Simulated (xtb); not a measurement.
xtb input (GFN2-xTB):

```bash
xtb mol.xyz --gfn 2 --ohess tight --chrg 1 --uhf 0
```
mol.xyz:
```
4

C      0.15033664    -0.08679797    -0.45733457
O      0.19741687    -0.11498874     0.69935408
O      0.16929294    -0.09940640    -1.65672712
H     -0.48570752     0.32286023     1.38606554
```

End of the output:

```
optimized geometry written to: xtbopt.xyz

           -------------------------------------------------
          | TOTAL ENERGY              -10.261583171406 Eh   |
          | TOTAL ENTHALPY            -10.237193198066 Eh   |
          | TOTAL FREE ENERGY         -10.264269796228 Eh   |
          | GRADIENT NORM               0.000063149151 Eh/α |
          | HOMO-LUMO GAP               7.964829241457 eV   |
           -------------------------------------------------

------------------------------------------------------------------------
------------------------------------------------------------------------
 total:
 SCF:
 ANC optimizer:
 analytical hessian:
```

It need not be the lowest isomer of its formula.
